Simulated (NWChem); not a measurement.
# triplet [NO2]− at 3 levels

Wanted: a comparison of 3 runs (U-r2SCAN/def2-TZVPPD, USVWN5/def2-TZVPPD, UMP2/def2-TZVPPD) of triplet [NO2]−. 

Program for the calculation: NWChem 7.3.0.

3 further runs of the same task are left out: 2 that didn't finish, 1 set aside as unsound or not needed. Runs told in other sessions of the task aren't counted.

### 1 Starting point

[NO2]− has 3 atoms, charge -1, and is taken as a triplet. As SMILES of the parent species, `O=N[O-]`. The shape is that of a PBE0-D4/def2-TZVPD optimisation. That shape belongs to the parent species and isn't relaxed for this state.

Bond lengths: O1–N2 1.245 Å, N2–O3 1.245 Å. Angles: O1–N2–O3 116.8°.

### 2 A single-point energy at U-r2SCAN/def2-TZVPPD (run 1)

The input, run.py:

```python
from ase import Atoms
from ase.calculators.nwchem import NWChem

molecule = Atoms('ONO', positions=[
    [0.322840, 0.992650, 0.287620],
    [0.325750, -0.245400, 0.151990],
    [-0.648590, -0.747260, -0.439610],
])

calc = NWChem(
    label='calc',
    theory='dft',
    memory='2200 mb',
    basis='def2-TZVPPD',
    basispar='spherical bse',
    charge=-1,
    dft={'xc': 'r2scan', 'mult': '3', 'grid': 'fine', 'convergence': 'energy 1e-08', 'iterations': '100', 'mulliken': None},
    task='energy',
)
molecule.calc = calc

print(f"energy = {molecule.get_potential_energy():.6f} eV")
```

Launch:

```sh
export ASE_NWCHEM_COMMAND="nwchem PREFIX.nwi > PREFIX.nwo"
python run.py
```

The log of the run:

```text
energy = -5580.077301 eV
```

The calculator wrote calc.nwi:

```
title "calc"

permanent_dir calc

scratch_dir calc

start calc

geometry units angstrom nocenter noautosym noautoz
  O  3.2284000000000002e-01 9.9265000000000003e-01 2.8761999999999999e-01
  N  3.2574999999999998e-01 -2.4540000000000001e-01 1.5198999999999999e-01
  O  -6.4859000000000000e-01 -7.4726000000000004e-01 -4.3961000000000000e-01
end

charge -1

memory 2200 mb

basis spherical bse noprint
   * library def2-TZVPPD
end

dft
  xc r2scan
  mult 3
  grid fine
  convergence energy 1e-08
  iterations 100
  mulliken
end

task dft energy
```

calc.nwo:

```text
Northwest Computational Chemistry Package (NWChem) 7.3.0
             --------------------------------------------------------

           Job information
           ---------------

    nwchem branch   = 7.3.0
    use scalapack   = T
    input           = calc.nwi
    prefix          = calc.
    data base       = calc/calc.db
    status          = startup
    nproc           =        1

           Memory information
           ------------------

    heap     =     72089594 doubles =      550.0 Mbytes
    stack    =     72089599 doubles =      550.0 Mbytes
    global   =    144179200 doubles =     1100.0 Mbytes (distinct from heap & stack)
    total    =    288358393 doubles =     2200.0 Mbytes
    verify   = yes
    hardfail = no

[... 85 lines left out ...]
  convergence criterion.
[... 17 lines left out ...]
          Convergence on gradient requested:  5.00D-04
[... 22 lines left out ...]
          Convergence aids based upon iterative change in
[... 30 lines left out ...]
 1-e energy   =    -424.160037
[... 49 lines left out ...]
         Total DFT energy =     -205.064060166776
[... 2 lines left out ...]
    Exchange-Corr. energy =      -24.178179443126
[... 835 lines left out ...]
                     DFT Final Beta Molecular Orbital Analysis
[... 924 lines left out ...]
 center of mass
 --------------
 x =  -0.02665919 y =   0.02007682 z =  -0.01243877

 moments of inertia (a.u.)
 ------------------
         108.082042691316         -42.015439360549         -24.050467613182
         -42.015439360549          52.166822528843         -33.217837026388
         -24.050467613182         -33.217837026388         126.425155721434

     Multipole analysis of the density
     ---------------------------------

     L   x y z        total         alpha         beta         nuclear
     -   - - -        -----         -----         ----         -------
     0   0 0 0     -1.000000    -13.000000    -11.000000     23.000000

     1   1 0 0      0.158274      0.215364      0.558489     -0.615578
[... 8 lines of this table left out ...]
     2   0 0 2    -14.913438    -12.929476    -10.445829      8.461867

 Task  times  cpu:       61.5s     wall:       61.5s
 Total times  cpu:       61.5s     wall:       61.5s
```

Wall time 62 s (1 thread of Intel Xeon 6975P-C (Granite Rapids), shared host); peak memory 0.12 GiB.

### 3 The energy at USVWN5/def2-TZVPPD (run 2)

The input, no2.xyz:

```xyz
3
NO2
O      0.322840     0.992650     0.287620
N      0.325750    -0.245400     0.151990
O     -0.648590    -0.747260    -0.439610
```

The input, run.py:

```python
from ase.io import read
from ase.calculators.nwchem import NWChem

system = read('no2.xyz')

calc = NWChem(
    label='no2',
    theory='dft',
    memory='2200 mb',
    basis='def2-TZVPPD',
    basispar='spherical bse',
    charge=-1,
    dft={'xc': 'slater vwn_5', 'mult': '3', 'grid': 'fine', 'convergence': 'energy 1e-08', 'iterations': '100', 'mulliken': None},
    task='energy',
)
system.calc = calc

e = system.get_potential_energy()
print(f"E = {e:.6f} eV")
```

Launch:

```sh
export ASE_NWCHEM_COMMAND="nwchem PREFIX.nwi > PREFIX.nwo"
python run.py
```

The log of the run:

```text
E = -5542.548230 eV
```

The calculator wrote no2.nwi:

```
title "no2"

permanent_dir no2

scratch_dir no2

start no2

geometry units angstrom nocenter noautosym noautoz
  O  3.2284000000000002e-01 9.9265000000000003e-01 2.8761999999999999e-01
  N  3.2574999999999998e-01 -2.4540000000000001e-01 1.5198999999999999e-01
  O  -6.4859000000000000e-01 -7.4726000000000004e-01 -4.3961000000000000e-01
end

charge -1

memory 2200 mb

basis spherical bse noprint
   * library def2-TZVPPD
end

dft
  xc slater vwn_5
  mult 3
  grid fine
  convergence energy 1e-08
  iterations 100
  mulliken
end

task dft energy
```

no2.nwo:

```text
Northwest Computational Chemistry Package (NWChem) 7.3.0
             --------------------------------------------------------

           Job information
           ---------------

    nwchem branch   = 7.3.0
    use scalapack   = T
    input           = no2.nwi
    prefix          = no2.
    data base       = no2/no2.db
    status          = startup
    nproc           =        1

           Memory information
           ------------------

    heap     =     72089594 doubles =      550.0 Mbytes
    stack    =     72089599 doubles =      550.0 Mbytes
    global   =    144179200 doubles =     1100.0 Mbytes (distinct from heap & stack)
    total    =    288358393 doubles =     2200.0 Mbytes
    verify   = yes
    hardfail = no

[... 85 lines left out ...]
  convergence criterion.
[... 17 lines left out ...]
          Convergence on gradient requested:  5.00D-04
[... 21 lines left out ...]
          Convergence aids based upon iterative change in
[... 30 lines left out ...]
 1-e energy   =    -424.160037
[... 49 lines left out ...]
         Total DFT energy =     -203.684892239985
[... 2 lines left out ...]
    Exchange-Corr. energy =      -22.686698365415
[... 833 lines left out ...]
                     DFT Final Beta Molecular Orbital Analysis
[... 925 lines left out ...]
 center of mass
 --------------
 x =  -0.02665919 y =   0.02007682 z =  -0.01243877

 moments of inertia (a.u.)
 ------------------
         108.082042691316         -42.015439360549         -24.050467613182
         -42.015439360549          52.166822528843         -33.217837026388
         -24.050467613182         -33.217837026388         126.425155721434

     Multipole analysis of the density
     ---------------------------------

     L   x y z        total         alpha         beta         nuclear
     -   - - -        -----         -----         ----         -------
     0   0 0 0     -1.000000    -13.000000    -11.000000     23.000000

     1   1 0 0      0.161899      0.227217      0.550260     -0.615578
[... 8 lines of this table left out ...]
     2   0 0 2    -15.332866    -13.317958    -10.476775      8.461867

 Task  times  cpu:       17.2s     wall:       17.2s
 Total times  cpu:       17.3s     wall:       17.3s
```

Wall time 18 s (1 thread of Intel Xeon 6975P-C (Granite Rapids), shared host); peak memory 0.12 GiB.

### 4 A single-point energy at UMP2/def2-TZVPPD (run 3)

The input, run.py:

```python
from ase import Atoms
from ase.calculators.nwchem import NWChem

system = Atoms(['O', 'N', 'O'], positions=[
    [0.322840, 0.992650, 0.287620],
    [0.325750, -0.245400, 0.151990],
    [-0.648590, -0.747260, -0.439610],
])

calc = NWChem(
    label='no2',
    theory='mp2',
    memory='2200 mb',
    basis='def2-TZVPPD',
    basispar='spherical bse',
    charge=-1,
    scf={'nopen': '2', 'uhf': None, 'thresh': '1e-08', 'maxiter': '80'},
    mp2={'freeze': 'core 3', 'tight': None},
    task='energy',
)
system.calc = calc

print(f"energy = {system.get_potential_energy():.6f} eV")
```

Launch:

```sh
export ASE_NWCHEM_COMMAND="nwchem PREFIX.nwi > PREFIX.nwo"
python run.py
```

The log of the run:

```text
energy = -5571.740009 eV
```

The calculator wrote no2.nwi:

```
title "no2"

permanent_dir no2

scratch_dir no2

start no2

geometry units angstrom nocenter noautosym noautoz
  O  3.2284000000000002e-01 9.9265000000000003e-01 2.8761999999999999e-01
  N  3.2574999999999998e-01 -2.4540000000000001e-01 1.5198999999999999e-01
  O  -6.4859000000000000e-01 -7.4726000000000004e-01 -4.3961000000000000e-01
end

charge -1

memory 2200 mb

basis spherical bse noprint
   * library def2-TZVPPD
end

scf
  nopen 2
  uhf
  thresh 1e-08
  maxiter 80
end
mp2
  freeze core 3
  tight
end

task mp2 energy
```

no2.nwo:

```text
Northwest Computational Chemistry Package (NWChem) 7.3.0
             --------------------------------------------------------

           Job information
           ---------------

    nwchem branch   = 7.3.0
    use scalapack   = T
    input           = no2.nwi
    prefix          = no2.
    data base       = no2/no2.db
    status          = startup
    nproc           =        1

           Memory information
           ------------------

    heap     =     72089594 doubles =      550.0 Mbytes
    stack    =     72089599 doubles =      550.0 Mbytes
    global   =    144179200 doubles =     1100.0 Mbytes (distinct from heap & stack)
    total    =    288358393 doubles =     2200.0 Mbytes
    verify   = yes
    hardfail = no

[... 114 lines left out ...]
         Quadratically convergent UHF
[... 16 lines left out ...]
  ga_iter_lsolve: convergence stagnant ... aborting solve
[... 13 lines left out ...]
      One electron energy =   -413.745190567613
[... 9 lines left out ...]
          Final alpha eigenvalues
[... 228 lines left out ...]
                     UHF Final Beta Molecular Orbital Analysis
[... 277 lines left out ...]
          -------------------------------------------
          SCF energy                -204.108809424749
          Correlation energy          -0.648860929384
          Singlet pairs                0.000000000000
          Triplet pairs                0.000000000000
          Total MP2 energy          -204.757670354133
          -------------------------------------------

          ---------------------------------------------------
                    Spin Component Scaled (SCS) MP2
          Same spin pairs                     -0.181246228863
          Same spin scaling factor             0.333333333333
          Opposite spin pairs                 -0.467614700521
          Opposite spin scaling fact.          1.200000000000
          SCS-MP2 correlation energy          -0.621553050246
          Total SCS-MP2 energy              -204.730362474995
          ---------------------------------------------------

 -----------------------
 Task  times  cpu:      262.5s     wall:      262.5s
 Total times  cpu:      262.5s     wall:      262.5s
```

Wall time 4.4 min (1 thread of Intel Xeon 6975P-C (Granite Rapids), shared host); peak memory 0.37 GiB.

### 5 All runs side by side

| run | level | integration grid | iteration cap | energy (Eh) | HOMO energy (eV) | ⟨S²⟩ | wall time |
| --- | --- | --- | --- | --- | --- | --- | --- |
| 1 | U-r2SCAN/def2-TZVPPD | fine | 100 | -205.064060 | 3.71 | 2.012 | 62 s |
| 2 | USVWN5/def2-TZVPPD | fine | 100 | -203.684892 | 3.92 | 2.004 | 18 s |
| 3 | UMP2/def2-TZVPPD | – | 80 | -204.757670 | -2.50 | 2.052 | 4.4 min |

### 6 Summary of results

| quantity | value |
| --- | --- |
| run 3: total energy | -204.75767 Eh |
| run 3: HOMO energy (Hartree–Fock orbitals) (highest over α and β) | -2.50 eV |
| run 3: LUMO energy (Hartree–Fock orbitals) (lowest over α and β) | 6.54 eV |
| run 3: correlation energy (3 core orbitals frozen) | -648.9 mEh |
| run 3: ⟨S²⟩ of the reference determinant | 2.052 |

In words: Totals of different functionals can't be ranked against each other. In runs 1, 2 the HOMO lies above zero, from self-interaction, a short basis or an electron that isn't bound. All runs together took 5.7 min, the longest 4.4 min.
